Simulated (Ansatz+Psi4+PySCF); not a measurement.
Results of a calculation; reference values are marked as such.
Input for PySCF 2.14.0:

```python
from pyscf import gto, scf, mp

mol = gto.M(atom="""
Li 0.000000 0.000000 0.410000
H 0.000000 0.000000 -1.230000
""", basis={'H': 'cc-pvtz', 'Li': 'cc-pcvtz'}, charge=0, spin=0)
mf = scf.RHF(mol)
mf.kernel()
pt = mp.MP2(mf, frozen=None).run()
print(mf.e_tot, pt.e_corr, pt.e_tot)
```

The script is written out from the run's settings.

The run gave:

- Converged: yes
- Reference energy: -7.98671 hartree
- Correlation energy: -0.06476 hartree
- Total energy: -8.05147 hartree
- Spin squared of the determinant: 0.000
